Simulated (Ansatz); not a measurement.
Two isomers of C3H5NO: A = `CC1=C(O)N1`, B = `N/C=C/C=O`.

Calculated with Ansatz (gas phase, PBE0-D4/def2-TZVP geometries, no zero-point term in ΔE). CBS: MP2 limit from def2 TZ/QZ plus the TZ coupled-cluster correction, frozen cores. Functionals use def2-TZVPP. B3LYP here is the variant with VWN-RPA as its local correlation; programs differ in this. One conformer a species, not always the lowest.

Which is lower in electronic energy at CCSD(T)/CBS, and by how much? (An estimate is asked.)

Ansatz gave: B, by 270.1 kJ/mol.

Give E(B) − E(A) in kJ/mol with PBE0-D4, B3LYP, CCSD(T)/def2-SVP, HF/def2-TZVPP, B2PLYP, CCSD/def2-TZVPP, PBE-D4. (Best estimate.)

The calculation gave: PBE0-D4 -272.6, B3LYP -291.2, CCSD(T)/def2-SVP -280.4, HF/def2-TZVPP -310.9, B2PLYP -286.4, CCSD/def2-TZVPP -274.0, PBE-D4 -272.0. None reverses the order clearly.

Does the order hold for the free energy at 298.15 K (harmonic terms from PBE0-D4)? (An estimate is asked.)

Ansatz gave: Yes: G(B) − G(A) = -269.4 kJ/mol, for one conformer each. Modes under 60 cm⁻¹, often nearly free rotors, make the harmonic entropy too high.

Largest T1 diagnostic: 0.016.

From r2SCAN to r2SCAN0 (25 % exact exchange), in def2-TZVPP and without D4, E(B) − E(A) moves by +3.9 kJ/mol. In def2-TZVPP, CCSD(T) changes the Hartree–Fock value by +39.3 kJ/mol (the triples alone add +2.3 kJ/mol) and MP2 by +42.2 kJ/mol.
